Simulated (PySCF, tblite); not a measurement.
Species: C4H3FN (doublet state).
Structure used (GFN2-xTB), in Å, numbered top down from 1:
```xyz
9
C4H3FN angstrom
C      1.287   -1.002   -0.289
C      0.470   -0.006   -0.133
C      0.898    1.335   -0.346
N      1.234    2.415   -0.513
C     -1.003   -0.086    0.282
F     -1.388   -1.377    0.480
H      1.307   -2.062   -0.221
H     -1.156    0.455    1.223
H     -1.636    0.334   -0.509
```

Computed geometry: GFN2-xTB, gas phase. This method treats the open shell by occupation alone, without spin polarisation.

Masses are those of the commonest isotopes; rigid-rotor values at the optimised geometry. The values belong to one conformer with, in the numbering `[H]/[C:1]=[C:2](/[C:3]#[N:4])[CH2:5][F:6]`, C1–C2–C5–F6 0°.

Question: Give the principal moments of inertia and the rotational constants in MHz.

Answer: Ia = 57.24, Ib = 219.53, Ic = 273.49 u·Å²; 505379 MHz·u·Å²/I gives A = 8830, B = 2302, C = 1848 MHz.

Question: What kind of rotor is it?

Answer: An asymmetric top: κ = (2 × 2302 − 8830 − 1848)/(8830 − 1848) = -0.87.

Question: Is it planar, by Δ = Ic − Ia − Ib?

Answer: Not planar: Δ = Ic − Ia − Ib = -3.27 u·Å². For a rigid frame Δ = −2 Σ m c², so Σ m c² = 1.64 u·Å² lies off the ab plane, practically all of it from hydrogen. The atom farthest from that plane is 0.90 Å away.

Question: Give the other two planar moments, Paa and Pbb, and the rms extents of the mass along the axes.

Answer: Paa = Σ m a² = (Ib + Ic − Ia)/2 = 217.89 and Pbb = Σ m b² = (Ia + Ic − Ib)/2 = 55.60 u·Å². With the mass M = 84.02 u, the rms extents √(P/M) along a, b and c are 1.61, 0.81, 0.14 Å.

Question: List the rotational levels J(Ka,Kc) to J = 4 (MHz).

Answer: Above 0(0,0):
J = 1: 1(0,1) 4150, 1(1,1) 10678, 1(1,0) 11132
J = 2: 2(0,2) 12427, 2(1,2) 18523, 2(1,1) 19886, 2(2,1) 39469, 2(2,0) 39492
J = 3: 3(0,3) 24786, 3(1,3) 30278, 3(1,2) 33003, 3(2,2) 51919, 3(2,1) 52033, 3(3,1) 85708, 3(3,0) 85708
J = 4: 4(0,4) 41161, 4(1,4) 45926, 4(1,3) 50463, 4(2,3) 68502, 4(2,2) 68841, 4(3,2) 102351, 4(3,1) 102356, 4(4,1) 149595, 4(4,0) 149595

Question: Estimate the classical rotational partition function at 10 K, 25 K and 200 K.

Answer: Point group Cs, symmetry number σ = 1; q = (√π/σ)·√((kT/h)³/(ABC)), k/h = 20836.6 MHz/K: 870 at 10 K, 3440 at 25 K, 77800 at 200 K.

For this open shell read J as N, the rotation without spin; fine and hyperfine splittings come on top. Its GFN2-xTB frequencies are all real (lowest 63 cm⁻¹). Constants of a rigid frame at the computed geometry: no zero-point averaging, no centrifugal distortion.
